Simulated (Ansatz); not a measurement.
A nudged elastic band was laid between two geometries of C₃H₈S₂ (13 atoms, charge 0, multiplicity 1).

Level of theory: RKS B3LYP-D4/def2-SVP (Ansatz 0.2.0).

| Property | Result |
| --- | --- |
| movable images | 5 |
| climbing image | yes |
| spring | 5.0 eV/Å² |
| optimiser | quadratic models (default) |
| start path | through a guess of the saddle point |
| force threshold | 0.05 eV/Å |
| iteration limit | 60 |
| end points | relaxed |

Image 0:

```xyz
13
Properties=species:S:1:pos:R:3
C -1.626 0.644 1.101
S -0.038 1.385 0.590
C 0.465 0.251 -0.768
C 0.626 -1.202 -0.340
S 1.986 0.940 -1.527
H -2.069 1.342 1.827
H -1.498 -0.335 1.588
H -2.314 0.547 0.245
H -0.282 0.333 -1.575
H 0.954 -1.817 -1.192
H 1.374 -1.288 0.465
H -0.325 -1.614 0.034
H 2.768 0.779 -0.432
```

Image 6:

```xyz
13
Properties=species:S:1:pos:R:3
C -1.779 0.465 1.395
S -0.311 0.974 0.859
C 0.315 0.095 -0.744
C 0.702 -1.326 -0.393
S 1.597 1.120 -1.523
H -2.670 0.458 0.766
H -1.778 0.015 2.387
H -0.425 2.154 0.146
H -0.539 0.124 -1.439
H 0.919 -1.914 -1.297
H 1.592 -1.347 0.257
H -0.128 -1.808 0.150
H 2.526 0.955 -0.550
```

Task: What changes between the two ends?

Result: Bonds broken: C1–H8. Bonds formed: S2–H8.

Task: Give the energies along the band, and the barrier.

Result: The forces met the threshold. The highest image is number 4 of 0 to 6, 3.97 eV above the first end and 1.49 eV above the last; the last end lies 2.48 eV above the first. Neighbouring images differ by up to 2.5 eV, so the band resolves the path poorly. A vibrational analysis at the climbing image gives one clearly imaginary mode, 1241i cm⁻¹: a first-order saddle point. The orbitals stay closed-shell, which can raise the energy where a bond breaks towards radicals; this wasn't checked here.

```tsv
image	path coordinate (Å)	energy (eV)	C1–H8 (Å)	S2–H8 (Å)
0	0.00	0.00	1.10	2.45
1	0.71	0.01	1.10	2.44
2	1.42	0.07	1.10	2.40
3	2.13	1.49	1.15	1.90
4	2.84	3.97	1.71	1.40
5	3.97	2.92	2.25	1.35
6	5.10	2.48	2.50	1.38
```

Task: What is the geometry of the highest image?

Result: 
```xyz
13
Properties=species:S:1:pos:R:3
C -2.001 0.456 0.960
S -0.159 1.056 0.887
C 0.385 0.155 -0.648
C 0.803 -1.263 -0.291
S 1.645 1.100 -1.572
H -2.375 1.168 1.718
H -1.981 -0.555 1.402
H -1.162 1.711 0.161
H -0.522 0.146 -1.274
H 1.100 -1.805 -1.201
H 1.657 -1.264 0.406
H -0.034 -1.802 0.179
H 2.665 0.863 -0.713
```

The run took 3.1 min on 2 threads of AMD EPYC 9R45 96-Core Processor (Zen 5), with other jobs on the host, peak memory 0.31 GiB.
